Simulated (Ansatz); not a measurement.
A made-up structure of C2H6O, singlet:

C1  (-0.435, 0.499, -0.351)
C2  (0.257, -0.587, -0.097)
O3  (1.060, -0.085, 0.846)
H4  (-1.007, 0.088, -1.119)
H5  (0.287, 1.365, -0.658)
H6  (-1.125, 0.879, 0.530)
H7  (0.928, -0.969, -0.989)
H8  (-0.475, -1.463, 0.191)
H9  (0.508, 0.273, 1.647)
(Å)

It is relaxed with PBE-D4/def2-SVP and then PBE0-D4/def2-TZVP (Ansatz 0.2.0). Atoms count as bonded within 1.22 times the sum of their covalent radii (H–H: 0.88 Å). The end point is not checked to be a true minimum.

Does its bonding change? (A judgement: the text doesn't fix the answer.)

The calculation gives: No: no bond forms or breaks.

Where it ends: The first stage lowers the energy by 2.50 eV in 8 steps. It ends as C₂H₆O (CCO):
```xyz
9
angstrom
C -0.5370 0.5719 -0.4676
C 0.3076 -0.5997 -0.0160
O 1.2067 -0.2617 1.0203
H -1.1834 0.2860 -1.3016
H 0.0968 1.4013 -0.7882
H -1.1812 0.9279 0.3426
H 0.9315 -0.9559 -0.8391
H -0.3370 -1.4376 0.2852
H 0.6961 0.0678 1.7643
```

For scale, one of the runs: PBE0-D4/def2-TZVP relaxation, 129 basis functions, launched by `ansatz run in.yaml --threads 2 --pin off --events-out ev --progress --plain --max-ram 4352MiB`. The run took about 10 s on 2 CPU threads of an Arm Neoverse V1 (shared host).
